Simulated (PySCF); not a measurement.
## Working out the ionisation energy of F

F [He] 2s2 2p5 (2P) → F⁺ [He] 2s2 2p4 (3P). Calculation: PySCF 2.14, in aug-cc-pVDZ; the non-relativistic Hamiltonian (point nucleus). Frozen: 1s2. Energies in hartree (1 hartree = 27.21139 eV):

```json
{"part": "UHF", "F (lower)": "-99.381092", "F⁺ (upper)": "-98.801665"}
{"part": "CCSD correlation", "F (lower)": "-0.166657", "F⁺ (upper)": "-0.118220"}
{"part": "(T)", "F (lower)": "-0.002321", "F⁺ (upper)": "-0.001221"}
```

Q: What does Hartree-Fock give?

A: (-98.801665) − (-99.381092) = 0.579427 hartree = 15.767 eV.

Q: What do CCSD and CCSD(T) give?

A: The CCSD correlation energies differ by 0.048437 hartree = 1.318 eV and the triples by 0.001100 hartree = 0.030 eV, so CCSD gives 17.085 eV and CCSD(T) 17.115 eV.

Measured between the centres of the two terms (NIST): 17.427 eV, so CCSD(T) (valence) is off by -0.312 eV.

A double-zeta basis recovers only part of the correlation energy.

What remains against the reference includes basis incompleteness, the frozen core and higher excitations.
